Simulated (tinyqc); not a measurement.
Inside a calculation. Method: CIS on RHF in the sto-3g basis, frozen core, for H2O, spin multiplicity 1. One step of it, computed by the program tinyqc.

Question. CIS matrix, triplets. A(ia,jb) = (e_a - e_i) d_ij d_ab - (ij|ab).

orbital energies (hartree): MO1 -20.264981, MO2 -1.204723, MO3 -0.541561, MO4 -0.434048, MO5 -0.387515, MO6 0.465108, MO7 0.574312

Two-electron integrals over orbitals (pq|rs), unique and non-zero (hartree); the lowest 1 orbital is frozen and left out:
```
(22|22) 0.724052    (32|32) 0.129824    (33|22) 0.613369    (33|33) 0.591171
(42|22) -0.024963   (42|33) 0.004113    (42|42) 0.129863    (43|32) 0.028213
(43|43) 0.055996    (44|22) 0.660449    (44|33) 0.564108    (44|42) -0.093562
(44|44) 0.700580    (52|52) 0.150708    (53|53) 0.026250    (54|52) -0.043776
(54|54) 0.048067    (55|22) 0.754999    (55|33) 0.599935    (55|42) -0.079938
(55|44) 0.689692    (55|55) 0.880159    (62|22) 0.130479    (62|33) 0.065323
(62|42) 0.032749    (62|44) 0.062624    (62|55) 0.140338    (62|62) 0.094429
(63|32) -0.037326   (63|43) -0.038500   (63|63) 0.075509    (64|22) 0.128303
(64|33) 0.048630    (64|42) -0.048801   (64|44) 0.132374    (64|55) 0.150622
(64|62) 0.059965    (64|64) 0.098256    (65|52) 0.050993    (65|54) 0.005778
(65|65) 0.034215    (66|22) 0.591901    (66|33) 0.547300    (66|42) 0.047488
(66|44) 0.542851    (66|55) 0.576494    (66|62) 0.091279    (66|64) 0.053260
(66|66) 0.579612    (72|32) 0.055008    (72|43) -0.030028   (72|63) 0.029630
(72|72) 0.068447    (73|22) 0.165410    (73|33) 0.088509    (73|42) -0.077325
(73|44) 0.142350    (73|55) 0.203255    (73|62) 0.067954    (73|64) 0.101898
(73|66) 0.044645    (73|73) 0.160143    (74|32) -0.072131   (74|43) -0.014107
(74|63) 0.055106    (74|72) -0.017218   (74|74) 0.071064    (75|53) 0.023900
(75|75) 0.025115    (76|32) 0.085450    (76|43) 0.062795    (76|63) -0.066899
(76|72) -0.003952   (76|74) -0.060544   (76|76) 0.112410    (77|22) 0.607639
(77|33) 0.580572    (77|42) -0.018700   (77|44) 0.577586    (77|55) 0.608305
(77|62) 0.060786    (77|64) 0.051794    (77|66) 0.548202    (77|73) 0.096122
(77|77) 0.594733
```

Give: CIS matrix A, triplet.

Answer.

CIS matrix A, triplet (hartree), lower triangle:
```
         2>6      2>7      3>6      3>7     4>6     4>7     5>6     5>7
2>6   1.0779
2>7   0.0000   1.1714
3>6   0.0000  -0.0854   0.4594
3>7  -0.0854   0.0000   0.0000   0.5353
4>6  -0.0475   0.0000   0.0000  -0.0628  0.3563
4>7   0.0000   0.0187  -0.0628   0.0000  0.0000  0.4308
5>6   0.0000   0.0000   0.0000   0.0000  0.0000  0.0000  0.2761
5>7   0.0000   0.0000   0.0000   0.0000  0.0000  0.0000  0.0000  0.3535
```
